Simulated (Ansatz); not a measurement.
Mulliken charges of `[O]C(F)F` radical from ωB97M-V/def2-TZVPP in Ansatz (PBE0-D4/def2-TZVP geometry).

```json
{"atom": "O1", "x (Å)": "-0.542", "y (Å)": "-0.388", "z (Å)": "1.138", "charge (e)": "-0.138"}
{"atom": "C2", "x (Å)": "0.011", "y (Å)": "0.001", "z (Å)": "0.004", "charge (e)": "0.384"}
{"atom": "F3", "x (Å)": "1.103", "y (Å)": "-0.708", "z (Å)": "-0.343", "charge (e)": "-0.178"}
{"atom": "F4", "x (Å)": "-0.825", "y (Å)": "-0.034", "z (Å)": "-1.051", "charge (e)": "-0.178"}
{"atom": "H5", "x (Å)": "0.303", "y (Å)": "1.055", "z (Å)": "0.211", "charge (e)": "0.109"}
```

Q: By hand: the dipole of these point charges (1 e Å = 4.8032 D).

A: Σ q r = (0.063, 0.301, 0.116) e Å, of length 0.329 e Å = 1.58 D.

Q: How does the dipole of the full density compare? (Best estimate.)

A: The calculation gave: (0.078, 0.292, 0.066) e Å, 1.49 D; the point charges give 1.06 times that, at 9° from its direction.

Point charges leave out the atoms' own dipoles, such as those of lone pairs, and Mulliken's split depends on the basis, so the close match here is no proof of good charges.
